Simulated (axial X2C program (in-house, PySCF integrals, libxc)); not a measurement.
**Curves of AlCl⁺ by EOM-IP-CCSD**

Calculated with an in-house all-electron X2C program for linear molecules (integrals from PySCF): two-component X2C with atomic mean-field Coulomb and Gaunt terms, Gaussian nuclei, basis Cl dyall-av3z, Al dyall-v3z with contracted cores.

Energies in eV from the lowest point of the lowest state; states are followed by energy order within each Ω. Reference: AlCl, 10 electrons correlated in 94 virtual spinors with an MP2 remainder; levels at this size can be off by some tenths of an eV. Masses 34.969 and 26.982 u.

| R (Å) | (1)Ω=1/2 | (1)Ω=3/2 | (2)Ω=1/2 | (3)Ω=1/2 |
| --- | --- | --- | --- | --- |
| 1.986 | 0.0107 | 3.4711 | 3.5428 | 5.6170 |
| 2.073 | 0.0000 | 2.9102 | 2.9823 | 5.0883 |
| 2.159 | 0.1153 | 2.5015 | 2.5738 | 4.6998 |
| 2.256 | 0.3357 | 2.1736 | 2.2464 | 4.3932 |
| 2.353 | 0.6022 | 1.9465 | 2.0198 | 4.2002 |
| 2.483 | 0.9628 | 1.7517 | 1.8262 | 4.0957 |

No minimum in range: (1)Ω=3/2, (2)Ω=1/2, (3)Ω=1/2; the order of states may turn beyond it. T1 of the reference reaches 0.012 (Lee–Taylor). Curves followed by order can swap character. Number of frozen shells: Cl 2 s, 1 p; Al 2 s, 1 p. Roots with under 60 % one-particle weight at any point are counted in the labels but not shown, and the list ends where the roots sought for some Ω run out; states that need a further excitation are missing and may lie low or lowest. Curves with a minimum but no constants failed the fit check.
